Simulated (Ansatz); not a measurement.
# C2HFO2: basis-set convergence

One table from this session's results is given with a row withheld; the runs are named, their logs left out.

Program: Ansatz 0.2.0, Gaussian basis. Level of theory: one geometry, several basis sets. These are calculated values, not measurements.

Levels to be run: PBE0-D4/def2-SVP; ωB97M-V/def2-SVP; PBE0-D4/def2-QZVPP; ωB97M-V/def2-QZVPP; the functionals' def2-TZVPP values are taken from earlier runs.

## The relaxed structure

The geometry comes from an earlier relaxation with PBE0-D4 in a triple-zeta def2 set; it is a stationary point.

6 atoms, charge 0, spin multiplicity 1.

Atoms are counted from 1 here; the program's logs count them from 0.

Bond lengths: O1–C2 1.330 Å, O1–H6 0.967 Å, C2–C3 1.499 Å, C2–O5 1.198 Å, C3–F4 1.297 Å. Angles: C2–O1–H6 110.4°, O1–C2–C3 119.5°, O1–C2–O5 123.9°, C3–C2–O5 116.0°, C2–C3–F4 108.3°.

The first run:

Input file in.yaml:

```yaml
crystal:
  periodic: [false, false, false]
  atoms:
    - {symbol: O, position_ang: [-0.157596, 0.553714, 1.227389]}
    - {symbol: C, position_ang: [0.452981, 0.014615, 0.176317]}
    - {symbol: C, position_ang: [-0.224764, 0.034808, -1.160191]}
    - {symbol: F, position_ang: [-0.580915, -1.177535, -1.453762]}
    - {symbol: O, position_ang: [1.594055, -0.350530, 0.180622]}
    - {symbol: H, position_ang: [-1.041660, 0.860827, 0.983426]}
basis:
  gaussian: {orbitals: def2-SVP}
hamiltonian: {xc: pbe0, dispersion: d4}
output: {orbitals: {seedname: orbitals}}
```

Run with:

```bash
$ ansatz run in.yaml --threads 2 --pin off --events-out ev --progress --plain --max-ram 4352MiB
```

Steps of the session up to this table: PBE0-D4 in def2-SVP; ωB97M-V in def2-SVP; PBE0-D4 in def2-QZVPP; ωB97M-V in def2-QZVPP.

One table of the session follows, with a row left open; its other results are not shown here.

It belongs to the step «Functionals by basis». 

```
functional       basis  HOMO (eV)  LUMO (eV)
   PBE0-D4    def2-SVP      -7.36      -3.20
   PBE0-D4  def2-TZVPP          ?          ?
   PBE0-D4  def2-QZVPP      -7.62      -3.38
   ωB97M-V    def2-SVP      -9.74      -0.77
   ωB97M-V  def2-TZVPP     -10.01      -0.97
   ωB97M-V  def2-QZVPP     -10.05      -1.03
```

**Question.** Estimate the row for PBE0-D4, def2-TZVPP.

As computed: HOMO (eV): -7.57; LUMO (eV): -3.33. In the column «HOMO (eV)» it lies between PBE0-D4, def2-QZVPP (-7.62) and PBE0-D4, def2-SVP (-7.36).
